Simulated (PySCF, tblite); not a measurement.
Species: C3H9NS.
Bonds: N1–C2, C2–C3, C3–C4, C4–S5. Hydrogens: H6, H7 on N1; H8, H9 on C2; H10, H11 on C3; H12, H13 on C4; H14 on S5.

The geometry is computed with GFN2-xTB (gas phase).

Q: List the bond lengths, angles and torsions at this level.

A: 
```json
{"bond": "N1–C2", "length (bohr)": "2.748", "order": "single"}
{"bond": "C2–C3", "length (bohr)": "2.890", "order": "single"}
{"bond": "C3–C4", "length (bohr)": "2.871", "order": "single"}
{"bond": "C4–S5", "length (bohr)": "3.450", "order": "single"}
{"bond": "N1–H6, N1–H7", "length (bohr)": "1.917", "order": "single"}
{"bond": "C2–H8", "length (bohr)": "2.085", "order": "single"}
{"bond": "C2–H9", "length (bohr)": "2.066", "order": "single"}
{"bond": "C3–H10, C3–H11", "length (bohr)": "2.064", "order": "single"}
{"bond": "C4–H12, C4–H13", "length (bohr)": "2.058", "order": "single"}
{"bond": "S5–H14", "length (bohr)": "2.516", "order": "single"}
```

Bonds in one row agree within 0.02 bohr and their mean is given. Orders are formal, as drawn. A selection of angles:
```json
{"angle": "C2–N1–H6", "degrees": "110.6"}
{"angle": "C2–N1–H7", "degrees": "110.2"}
{"angle": "H6–N1–H7", "degrees": "107.7"}
{"angle": "N1–C2–C3", "degrees": "110.1"}
{"angle": "N1–C2–H8", "degrees": "113.2"}
{"angle": "N1–C2–H9", "degrees": "107.6"}
{"angle": "C3–C2–H8", "degrees": "108.7"}
{"angle": "H8–C2–H9", "degrees": "107.8"}
{"angle": "C2–C3–C4", "degrees": "110.9"}
{"angle": "C2–C3–H10", "degrees": "109.4"}
{"angle": "C4–C3–H10", "degrees": "109.8"}
{"angle": "H10–C3–H11", "degrees": "108.0"}
{"angle": "C3–C4–S5", "degrees": "112.2"}
{"angle": "C3–C4–H12", "degrees": "110.9"}
{"angle": "S5–C4–H12", "degrees": "104.8"}
{"angle": "S5–C4–H13", "degrees": "108.8"}
{"angle": "H12–C4–H13", "degrees": "109.1"}
{"angle": "C4–S5–H14", "degrees": "96.2"}
```

Dihedral angles: N1–C2–C3–C4 -62° (synclinal); C2–C3–C4–S5 -179° (antiperiplanar); H14–S5–C4–C3 -62° (synclinal). The mirror-image conformer, all signs reversed, is as good.

S5 (thiol sulfur) is bent (angle 96.2°). N1 (primary amine nitrogen) is pyramidal (angles 110.6°, 110.2° and 107.7°, sum 328.6°, 0.37 Å off the plane of its three neighbours). Of the pairs four or more bonds apart, N1···H13 is among the closest relative to their van der Waals radii: 2.60 Å, 95 % of the sum of Bondi's values.

Point group: C1 (no symmetry element, even within 0.4 Å). Its GFN2-xTB frequencies are all real (lowest 69 cm⁻¹). The numbers are those of one conformer (H–N1–C2–C3 174° and -66°, N1–C2–C3–C4 -62°, C2–C3–C4–S5 -179°, C3–C4–S5–H -62°).
